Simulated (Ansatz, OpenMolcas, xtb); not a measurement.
A ladder of methods for C2H3FO (SMILES CC(=O)F)

The species is C2H3FO (7 atoms), meant as a singlet with charge 0. SMILES: `CC(=O)F`. The coordinates come from a PBE0-D4/def2-TZVP relaxation.

Each level gives the atomisation enthalpy at 298 K (kJ/mol). The values are calculated. The thermal term (zero-point and 298 K enthalpy, harmonic and unscaled) is that of PBE0-D4/def2-TZVP; the spin-orbit lowering of the free atoms at 298 K, 1.7 kJ/mol by their spectra, is taken off.

**What was measured.** CRC Handbook of Chemistry and Physics gives the atomisation enthalpy at 298 K of the gas as 2858 kJ/mol.

```csv
level,kind,program,value (kJ/mol),computed − measured,CPU time (all runs)
GFN0-xTB,semi-empirical,xtb,2849,-9,under 2 s
HF/aug-cc-pVDZ,Hartree–Fock,OpenMolcas,1952,-906,25 s
SVWN5/aug-cc-pVDZ,LDA,Ansatz,3324,+466,7.6 s
BLYP/aug-cc-pVDZ,GGA,Ansatz,2810,-48,13 s
r2SCAN/aug-cc-pVDZ,meta-GGA,OpenMolcas,2833,-25,1.8 min
PBE0/aug-cc-pVDZ,global hybrid,OpenMolcas,2825,-33,65 s
wB97M-V/aug-cc-pVDZ,range-separated hybrid,Ansatz,2828,-30,78 s
MP2/aug-cc-pVDZ,perturbation theory,Ansatz,2744,-114,6.3 s
CCSD(T)/aug-cc-pVDZ,coupled cluster or CI,Ansatz,2650,-208,67 s
```

Nearest: GFN0-xTB (-9 kJ/mol); farthest: HF/aug-cc-pVDZ (-906 kJ/mol). Computed less measured by kind, in kJ/mol (aug-cc-pVDZ rows): semi-empirical -9; Hartree–Fock -906; LDA +466; GGA -48; meta-GGA -25; global hybrid -33; range-separated hybrid -30; perturbation theory -114; coupled cluster or CI -208. In a finite basis correlated wave-function methods underbind, so their errors here aren't those of the basis-set limit. The xTB rows lack spin polarisation, so open shells miss the exchange term that lowers them. Times are those of the runs behind each value, whatever else they computed, on shared processors of several kinds: orders of magnitude only.
